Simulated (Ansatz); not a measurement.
**doublet C3H6FN+: levels of theory compared**

We compute a comparison of 6 runs (UHF/STO-3G, UHF/cc-pVDZ, U-r2SCAN/cc-pVDZ, UPBE/cc-pVDZ, UCCSD/cc-pVDZ, UCCSD(T)/cc-pVDZ) of doublet C3H6FN+. 

Program for the calculation: Ansatz 0.2.0.

37 further runs of the same task are left out: 37 set aside as unsound or not needed. Runs told in other sessions of the task aren't counted.

## Step 1: Starting point

The species is C3H6FN+ (11 atoms), meant as a doublet with charge +1. As SMILES of the parent species, `[H]/N=C(/C)CF`. Geometry: relaxed at PBE0-D4/def2-TZVP. This is one conformer, not always the lowest. That shape belongs to the parent species and isn't relaxed for this state.

Bond lengths: C1–C2 1.495 Å, C2–N3 1.263 Å, C2–C4 1.506 Å, C4–F5 1.374 Å, C1–H6 1.088 Å, C1–H7 1.094 Å, C1–H8 1.094 Å, N3–H9 1.021 Å, C4–H10 1.096 Å, C4–H11 1.096 Å. Some angles: C1–C2–N3 121.1°, C1–C2–C4 114.9°, N3–C2–C4 124.0°, C2–C4–F5 111.5°, C2–C1–H6 109.5°, C2–C1–H7 110.9°, C2–C1–H8 110.9°, C2–N3–H9 110.1°, C2–C4–H10 110.1°, C2–C4–H11 110.1°.

## Step 2: A single-point energy at UHF/STO-3G (run 1)

Input file job.yaml:

```yaml
crystal:
  periodic: [false, false, false]
  atoms:
    - {symbol: C, position_ang: [-0.851800, -0.106700, 1.125200]}
    - {symbol: C, position_ang: [0.034900, 0.427900, 0.047300]}
    - {symbol: N, position_ang: [0.281100, 1.663300, -0.042300]}
    - {symbol: C, position_ang: [0.588800, -0.610700, -0.891500]}
    - {symbol: F, position_ang: [1.391000, -0.044000, -1.852300]}
    - {symbol: H, position_ang: [-1.197600, 0.713600, 1.751300]}
    - {symbol: H, position_ang: [-0.318300, -0.833200, 1.745700]}
    - {symbol: H, position_ang: [-1.717000, -0.623300, 0.698700]}
    - {symbol: H, position_ang: [0.901000, 1.841000, -0.834400]}
    - {symbol: H, position_ang: [-0.229100, -1.140600, -1.392700]}
    - {symbol: H, position_ang: [1.182500, -1.344300, -0.334400]}
basis:
  gaussian:
    orbitals: STO-3G
total_charge: 1
magnetization:
  spin_polarized: true
  initial_magnetization: 1
hamiltonian:
  xc: hf
accuracy: high
output: {orbitals: {seedname: orbitals}}
```

Command:

```bash
$ ansatz run job.yaml --threads 1 --pin off --max-ram 2610MiB --events-out events.jsonl --progress --plain --runs-dir runs
```

What it wrote:

```text
Warning: RAYON_NUM_THREADS=1 ignored (pool sized by the plan → 1); use --threads N
Functional definition: HF
  name "HF"
  exchange = exact_x
  correlation = 0
663 factors; integrals over basis functions are off by at most 4.4e-9 eV
mean field evaluation 1: about -7265.3466 eV, gradient 2.3e1 eV
mean field evaluation 2: about -7265.5819 eV, gradient 2.3e1 eV
mean field evaluation 4: about -7269.9670 eV, gradient 3.8e0 eV
mean field evaluation 8: about -7270.5625 eV, gradient 4.9e-1 eV
mean field evaluation 16: about -7270.5796 eV, gradient 1.4e-6 eV
mean field evaluation 32: about -7258.3424 eV, gradient 1.3e1 eV
mean field evaluation 64: about -7270.0548 eV, gradient 2.5e0 eV
mean field -7270.57961919 eV, -267.1888728293 hartree, gradient 2.0e-8 eV, S^2 0.866428; 1 other end points of the search recorded, 0 dependent functions left out
reference -7270.57961919 eV, -267.1888728293 hartree; 20, 19 occupied and 11, 12 virtual orbitals, 663 factors
Total energy: -7270.57961919 eV, -267.1888728293 hartree
```

Run time: 0.91 s. Hardware: 1 thread of Arm Neoverse V2, shared host.

## Step 3: A single-point energy at UHF/cc-pVDZ (run 2)

Input file in.yaml:

```yaml
crystal:
  periodic: [false, false, false]
  atoms:
    - symbol: C
      position_ang: [-0.851800, -0.106700, 1.125200]
    - symbol: C
      position_ang: [0.034900, 0.427900, 0.047300]
    - symbol: "N"
      position_ang: [0.281100, 1.663300, -0.042300]
    - symbol: C
      position_ang: [0.588800, -0.610700, -0.891500]
    - symbol: F
      position_ang: [1.391000, -0.044000, -1.852300]
    - symbol: H
      position_ang: [-1.197600, 0.713600, 1.751300]
    - symbol: H
      position_ang: [-0.318300, -0.833200, 1.745700]
    - symbol: H
      position_ang: [-1.717000, -0.623300, 0.698700]
    - symbol: H
      position_ang: [0.901000, 1.841000, -0.834400]
    - symbol: H
      position_ang: [-0.229100, -1.140600, -1.392700]
    - symbol: H
      position_ang: [1.182500, -1.344300, -0.334400]
basis:
  gaussian:
    orbitals: cc-pVDZ
total_charge: 1
magnetization:
  spin_polarized: true
  initial_magnetization: 1
hamiltonian:
  xc: hf
accuracy: high
output: {orbitals: {seedname: orbitals}}
```

Command:

```bash
$ ansatz run in.yaml --threads 1 --pin off --max-ram 2610MiB --events-out events.jsonl --progress --plain --runs-dir runs
```

What it wrote:

```text
Warning: RAYON_NUM_THREADS=1 ignored (pool sized by the plan → 1); use --threads N
[... 4 set-up lines as earlier in the session ...]
2420 factors; integrals over basis functions are off by at most 3.3e-9 eV
mean field evaluation 1: about -7360.0271 eV, gradient 2.9e1 eV
mean field evaluation 2: about -7360.2588 eV, gradient 2.9e1 eV
mean field evaluation 4: about -7364.5434 eV, gradient 4.4e0 eV
mean field evaluation 8: about -7365.0187 eV, gradient 8.0e-1 eV
mean field evaluation 16: about -7365.0585 eV, gradient 5.8e-6 eV
mean field evaluation 32: about -7364.9211 eV, gradient 6.9e-1 eV
mean field evaluation 64: about -7364.2137 eV, gradient 6.2e-1 eV
mean field evaluation 96: about -7365.0535 eV, gradient 2.6e-1 eV
mean field -7365.05848058 eV, -270.6609069454 hartree, gradient 5.0e-8 eV, S^2 0.816313; 2 other end points of the search recorded, 0 dependent functions left out
reference -7365.05848058 eV, -270.6609069454 hartree; 20, 19 occupied and 80, 81 virtual orbitals, 2420 factors
Total energy: -7365.05848058 eV, -270.6609069454 hartree
```

Wall time 11 s (1 thread of Arm Neoverse V2, shared host); peak memory 0.38 GiB.

Runs 3 to 4 aren't shown in full; the table further down has their settings and results.

## Step 4: The energy at UCCSD/cc-pVDZ (run 5)

Edit job.yaml of step 2 so:

```diff
@@ -5,3 +5,3 @@
     - {symbol: C, position_ang: [0.034900, 0.427900, 0.047300]}
-    - {symbol: N, position_ang: [0.281100, 1.663300, -0.042300]}
+    - {symbol: "N", position_ang: [0.281100, 1.663300, -0.042300]}
     - {symbol: C, position_ang: [0.588800, -0.610700, -0.891500]}
@@ -16,4 +16,8 @@
   gaussian:
-    orbitals: STO-3G
+    orbitals: cc-pVDZ
 total_charge: 1
+accuracy: high
+correlation:
+  method: ccsd
+  frozen_orbitals: {C: 1, F: 1, H: 0, "N": 1}
 magnetization:
@@ -21,5 +25,3 @@
   initial_magnetization: 1
-hamiltonian:
-  xc: hf
-accuracy: high
-output: {orbitals: {seedname: orbitals}}
+scf:
+  omitted_lower_state_checks: [cluster_reference, increment]
```

Command:

```bash
$ ansatz run job.yaml --threads 1 --pin off --max-ram 2610MiB --events-out events.jsonl --progress --plain --runs-dir runs
```

What it wrote:

```text
Warning: RAYON_NUM_THREADS=1 ignored (pool sized by the plan → 1); use --threads N
[... 13 lines left out ...]
5 core orbitals not correlated: weight in the atoms' cores, before any rotation towards them, 1.000 or more for the frozen orbitals, at most 0.000 for the correlated occupied ones
[... 36 lines left out ...]
Total energy: -7385.99470780 eV, -271.4302991047 hartree
Checks for a lower state left out: cluster_reference, increment
```

It took 3.4 min on 1 thread of Arm Neoverse V2, shared host; peak memory 1.8 GiB.

## Step 5: The energy at UCCSD(T)/cc-pVDZ (run 6)

Input file input.yaml:

```yaml
crystal:
  periodic: [false, false, false]
  atoms:
    - {symbol: C, position_ang: [-0.851800, -0.106700, 1.125200]}
    - {symbol: C, position_ang: [0.034900, 0.427900, 0.047300]}
    - {symbol: N, position_ang: [0.281100, 1.663300, -0.042300]}
    - {symbol: C, position_ang: [0.588800, -0.610700, -0.891500]}
    - {symbol: F, position_ang: [1.391000, -0.044000, -1.852300]}
    - {symbol: H, position_ang: [-1.197600, 0.713600, 1.751300]}
    - {symbol: H, position_ang: [-0.318300, -0.833200, 1.745700]}
    - {symbol: H, position_ang: [-1.717000, -0.623300, 0.698700]}
    - {symbol: H, position_ang: [0.901000, 1.841000, -0.834400]}
    - {symbol: H, position_ang: [-0.229100, -1.140600, -1.392700]}
    - {symbol: H, position_ang: [1.182500, -1.344300, -0.334400]}
basis:
  gaussian:
    orbitals: cc-pVDZ
magnetization:
  spin_polarized: true
  initial_magnetization: 1
scf:
  omitted_lower_state_checks: [cluster_reference, increment]
accuracy: high
correlation:
  method: ccsd_t
  frozen_orbitals: {C: 1, F: 1, H: 0, "N": 1}
total_charge: 1
```

Command:

```bash
$ ansatz run input.yaml --threads 1 --pin off --max-ram 2610MiB --events-out events.jsonl --progress --plain --runs-dir runs
```

What it wrote:

```text
Warning: RAYON_NUM_THREADS=1 ignored (pool sized by the plan → 1); use --threads N
[... 13 lines left out ...]
5 core orbitals not correlated: weight in the atoms' cores, before any rotation towards them, 1.000 or more for the frozen orbitals, at most 0.000 for the correlated occupied ones
[... 37 lines left out ...]
Total energy: -7386.62013746 eV, -271.4532832208 hartree
Checks for a lower state left out: cluster_reference, increment
```

Run time: 4.6 min. Hardware: 1 thread of Arm Neoverse V2, shared host; peak memory 1.8 GiB.

## Step 6: The series

```
run             level  frozen core orbitals  energy (Eh)  HOMO energy (eV)  LUMO energy (eV)   ⟨S²⟩  wall time
  1        UHF/STO-3G                     –  -267.188873            -17.55             -4.58  0.866     0.91 s
  2       UHF/cc-pVDZ                     –  -270.660907            -19.15             -6.34  0.816       11 s
  3  U-r2SCAN/cc-pVDZ                     –  -272.015694            -14.28            -12.91  0.760       43 s
  4      UPBE/cc-pVDZ                     –  -271.840048            -13.94            -13.19  0.754       20 s
  5     UCCSD/cc-pVDZ                     5  -271.430299                 –                 –  0.816    3.4 min
  6  UCCSD(T)/cc-pVDZ                     5  -271.453283                 –                 –  0.816    4.6 min
```

## Step 7: What came out

| quantity | value |
| --- | --- |
| run 6: total energy | -271.45328 Eh |
| run 6: correlation energy (5 core orbitals frozen) | -792.4 mEh |
| run 6: (T) correction | -22.98 mEh |
| run 6: ⟨S²⟩ of the reference determinant | 0.816 |
| run 6: T1 diagnostic | 0.028 |

**Reading.** Below the UHF energy at the same shape and in the same basis (cc-pVDZ): UCCSD -769.4 mEh; UCCSD(T) -792.4 mEh. Totals of different functionals can't be ranked against each other. In run 1 the basis is minimal, so the values are rough. Spin contamination of the reference: run 1 ⟨S²⟩ = 0.87. All runs together took 9.2 min, the longest 4.6 min.
